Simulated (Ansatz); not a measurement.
## Worked example: the enthalpy of formation of C4H8 (isobutene)

C4H8: 12 atoms, total charge 0, spin state singlet. SMILES: `C=C(C)C`. The shape is that of a PBE0-D4/def2-TZVP optimisation.

Total energies at PBE-QIDH/6-31G* (spherical functions), 4 core orbitals frozen (Ansatz 0.2.0); the atoms run unrestricted:

```tsv
species	state	energy (Eh)
C4H8	singlet	-156.936441
C	triplet	-37.783142
H	doublet	-0.500116
```

Harmonic wavenumbers at B3LYP/6-31G*, in cm⁻¹: 178, 214, 379, 437, 438, 710, 820, 921, 974, 995, 1036, 1099, 1122, 1310, 1439, 1442, 1470, 1501, 1515, 1518, 1532, 1743, 3025, 3031, 3070, 3074, 3124, 3126, 3156, 3232.

Measured heats of formation of the gaseous atoms at 298.15 K, in kJ/mol: C 716.9, H 218.0. Spin-orbit lowering of the atoms at 298 K (mean of the ground term's levels less their thermal mean, from spectra), in kJ/mol: C 0.02. Take 1 Eh = 2625.50 kJ/mol, 1 cm⁻¹ = 0.0119627 kJ/mol, RT = 2.479 kJ/mol.

**Question.** What heat of formation follows?

**Answer.** 
1. Electronic atomisation energy: 4 × (-37.783142) + 8 × (-0.500116) − (-156.936441) = 1.802945 Eh = 4733.6 kJ/mol.
2. Zero-point energy: half the sum of the wavenumbers, 23815.5 cm⁻¹ = 284.9 kJ/mol.
3. Thermal vibrational enthalpy, Σ hcν̃/(exp(hcν̃/kT) − 1): 6.4 kJ/mol. Translation, rotation and pV of a non-linear molecule: 4 RT = 9.9 kJ/mol.
4. The 12 free atoms carry 5/2 RT each: 74.4 kJ/mol.
5. Spin-orbit coupling lowers the free atoms by 4 × 0.02 = 0.1 kJ/mol.
6. Atomisation enthalpy at 298 K: 4733.6 − 0.1 − 284.9 − 6.4 − 9.9 + 74.4 = 4506.7 kJ/mol.
7. Sum of the atoms' heats of formation: 4611.6 kJ/mol. Heat of formation: 4611.6 − 4506.7 = +104.9 kJ/mol.

The tabulated value is -17.6 kJ/mol (Active Thermochemical Tables), so this level is off by +122.5 kJ/mol, or 2.6 % of the atomisation enthalpy that the table implies (4629.1 kJ/mol). A double-zeta basis underbinds. Anharmonicity and any spin-orbit splitting of the molecule are left out, and so is core correlation.
